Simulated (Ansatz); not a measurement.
# C₃H₆S: basis-set convergence

An exercise on one series of results from a longer session: the logs are not shown, and one member is left open.

Program: Ansatz 0.2.0, Gaussian basis. Level of theory: one geometry, several basis sets. These are calculated values, not measurements.

Levels to be run: PBE0-D4/def2-SVP; ωB97M-V/def2-SVP; PBE0-D4/def2-QZVPP; ωB97M-V/def2-QZVPP; the functionals' def2-TZVPP values are taken from earlier runs.

### The geometry

All runs share one geometry, relaxed beforehand with PBE0-D4 in a triple-zeta def2 set.

SMILES `C1CSC1`, 10 atoms, charge 0, spin multiplicity 1.

Atoms are counted from 1 here; the program's logs count them from 0.

Bond lengths: C1–C2 1.533 Å, C1–C4 1.533 Å, C1–H5 1.093 Å, C1–H6 1.091 Å, C2–S3 1.830 Å, C2–H7 1.092 Å, C2–H8 1.089 Å, S3–C4 1.830 Å, C4–H9 1.089 Å, C4–H10 1.092 Å. Angles: C2–C1–C4 96.0°, C2–C1–H5 115.6°, C2–C1–H6 110.3°, C4–C1–H5 115.6°, C4–C1–H6 110.3°, H5–C1–H6 108.5°, C1–C2–S3 90.9°, C1–C2–H7 113.5°, C1–C2–H8 116.6°, S3–C2–H7 111.0°, S3–C2–H8 114.4°, H7–C2–H8 109.4°, C2–S3–C4 77.0°, C1–C4–S3 90.9°, C1–C4–H9 116.6°, C1–C4–H10 113.5°, S3–C4–H9 114.4°, S3–C4–H10 111.0° and more.

As a file:

```
C    -0.54252    0.39627   -0.25224
C    -0.26130   -1.10978   -0.30784
S     0.94981   -0.96276    1.05669
C     0.73408    0.77061    0.50969
H    -0.67773    0.88799   -1.21861
H    -1.42198    0.59459    0.36241
H     0.22621   -1.42730   -1.23138
H    -1.10115   -1.77028   -0.09588
H     0.62412    1.48896    1.32112
H     1.55377    1.08060   -0.14105
```

Set-up of the first run:

in.yaml

```yaml
crystal:
  periodic: [false, false, false]
  atoms:
    - {symbol: C, position_ang: [-0.542521, 0.396274, -0.252242]}
    - {symbol: C, position_ang: [-0.261304, -1.109782, -0.307839]}
    - {symbol: S, position_ang: [0.949812, -0.962764, 1.056690]}
    - {symbol: C, position_ang: [0.734081, 0.770614, 0.509686]}
    - {symbol: H, position_ang: [-0.677734, 0.887988, -1.218611]}
    - {symbol: H, position_ang: [-1.421980, 0.594589, 0.362406]}
    - {symbol: H, position_ang: [0.226215, -1.427298, -1.231385]}
    - {symbol: H, position_ang: [-1.101153, -1.770278, -0.095875]}
    - {symbol: H, position_ang: [0.624119, 1.488957, 1.321117]}
    - {symbol: H, position_ang: [1.553765, 1.080600, -0.141047]}
basis:
  gaussian: {orbitals: def2-SVP}
hamiltonian: {xc: pbe0, dispersion: d4}
output: {orbitals: {seedname: orbitals}}
```

Started as:

```sh
$ ansatz run in.yaml --threads 2 --pin off --events-out ev --progress --plain --max-ram 4352MiB
```

Steps of the session up to this table: PBE0-D4 in def2-SVP; ωB97M-V in def2-SVP; PBE0-D4 in def2-QZVPP; ωB97M-V in def2-QZVPP.

One table of the session follows, with a row left open; its other results are not shown here.

It belongs to the step «Density functionals: the series». 

| functional | basis | HOMO (eV) | LUMO (eV) |
| --- | --- | --- | --- |
| PBE0-D4 | def2-SVP | ? | ? |
| PBE0-D4 | def2-TZVPP | -6.26 | 0.18 |
| PBE0-D4 | def2-QZVPP | -6.30 | -0.02 |
| ωB97M-V | def2-SVP | -8.38 | 2.90 |
| ωB97M-V | def2-TZVPP | -8.49 | 2.14 |
| ωB97M-V | def2-QZVPP | -8.53 | 1.62 |

Estimate the missing values for PBE0-D4, def2-SVP.

As computed: HOMO (eV): -6.16; LUMO (eV): 0.71. In the column «HOMO (eV)» it is the highest.
